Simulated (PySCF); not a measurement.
## Carbon: a sound run and one with changed settings

Sound run: C [He] 2s2 2p2, C⁺ [He] 2s2 2p1. Calculation: PySCF 2.14, in jorge-DZP-DKH; scalar relativity by spin-free X2C-1e. The sound run starts from symmetry-adapted Hartree-Fock orbitals and uses a fine grid where one is needed.

A second run was set up differently.

```
species  method  sound run (hartree)  changed run (hartree)  converged
      C     UHF            -37.70380              -37.70340         no
      C     PBE            -37.80666              -37.80663         no
      C   M06-L            -37.85794              -37.85789         no
     C⁺     UHF            -37.30641              -37.30594         no
     C⁺     PBE            -37.38322              -37.38322         no
     C⁺   M06-L            -37.43729              -37.43728         no
```

What was changed?
A. angular grid far too coarse
B. basis contracted for another Hamiltonian
C. too few SCF iterations
D. minimal basis

C. It used initial guess atom, at most 3 SCF cycles. The SCF was stopped early; the energies are upper bounds that still move, and correlated levels were skipped or rest on poor orbitals.
